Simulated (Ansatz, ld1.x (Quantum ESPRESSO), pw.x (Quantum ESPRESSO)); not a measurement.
# Ba (Z = 56) (bcc): variants of one TM potential in the solid

Ba (Z = 56), norm-conserving Troullier–Martins (Kleinman–Bylander form), made with ld1.x (Quantum ESPRESSO) 7.5 (PBE, scalar-relativistic). Core [Xe], reference 5d0 6s1.75 6p0.25. Waves: 6p (bound): rc 3.95 bohr; 5d (bound, empty): rc 3.40 bohr; 6s (bound): rc 3.00 bohr. Local part: the s channel. Core correction: a·sin(br)/r model core inside 2.90 bohr.

Crystal test: bcc Ba in pw.x 7.5, no spin, 9³ k-points, Fermi–Dirac smearing 0.01 Ry, cutoffs set for each file from its atomic test. The reference is all-electron LAPW (Ansatz 0.2.0) with the same functional, mesh and smearing; V0 and B0 come from Birch–Murnaghan fits to the pressures at five volumes. Errors are pseudo minus all-electron; Δ is the rms difference of the E(V) curves that follow from these fits, minima aligned, over ±6 % about the mean V0. Mesh and smearing are coarse, so the numbers serve the comparison and aren't converged zero-temperature values; the lattice is a test structure that the element need not adopt.

All-electron: a0 = 5.031 Å (V0 = 63.67 Å³/atom), B0 = 8.4 GPa.

Base: This is a poor potential for the solid. The logarithmic derivative shows an extra or strongly shifted pseudo pole above the reference energy (s near 1.12 Ry).

2 further variants are left out: they gave no file fit for a test, a broken result, the same result as the base, or pressures whose basis-set error rivals the error shown.

A dash in a converged row means that the minimum lies outside the volumes sampled.

| change | cutoffs (Ry) | pw.x | a0 (Å) | a0 error (%) | B0 error (%) | Δ (meV/atom) | mean pressure error (GPa) |
| --- | --- | --- | --- | --- | --- | --- | --- |
| base | 50/200 | converged | 5.073 | +0.84 | +8.6 | 3.2 | +0.24 |
| wave 6s (bound): rc 3.00 bohr becomes 6s (bound): rc 3.22 bohr | 50/200 | converged | 5.091 | +1.19 | +8.6 | 4.5 | +0.35 |
| wave 6s (bound): rc 3.00 bohr becomes 6s (bound): rc 3.78 bohr | 50/200 | converged | – | – | – | – | +0.49 |
| wave 6s (bound): rc 3.00 bohr becomes 6s (bound): rc 4.52 bohr | 50/200 | converged | 5.102 | +1.42 | +9.1 | 5.4 | +0.42 |
